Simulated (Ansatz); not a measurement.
C5H7N can be A, `C=C1C=NC1C`, or B, `CC1=CN=CC1`.

Computed with Ansatz on PBE0-D4/def2-TZVP structures; ΔE is electronic, products minus reactants. CCSD(T)/CBS adds triple-zeta CCSD(T) − MP2 to the extrapolated MP2 energy (def2 sets, frozen cores). DFT in def2-TZVPP. B3LYP here is the variant with VWN-RPA as its local correlation; programs differ in this.

Q: Which is lower in electronic energy at CCSD(T)/CBS, and by how much? (An estimate is asked.)

A: The calculation gave: B, by 27.5 kcal/mol.

Q: Give E(B) − E(A) in kcal/mol with r2SCAN-D4, CCSD(T)/def2-TZVPP, ωB97M-V, HF/def2-TZVPP, B2PLYP, B3LYP, CCSD/def2-TZVPP. (An estimate is asked.)

A: The calculation gave: r2SCAN-D4 -29.0, CCSD(T)/def2-TZVPP -27.2, ωB97M-V -28.3, HF/def2-TZVPP -27.7, B2PLYP -27.9, B3LYP -27.5, CCSD/def2-TZVPP -27.4. None reverses the order clearly.

Largest T1 diagnostic: 0.012.

From PBE to PBE0 (25 % exact exchange), in def2-TZVPP and without D4, E(B) − E(A) moves by −1.6 kcal/mol.
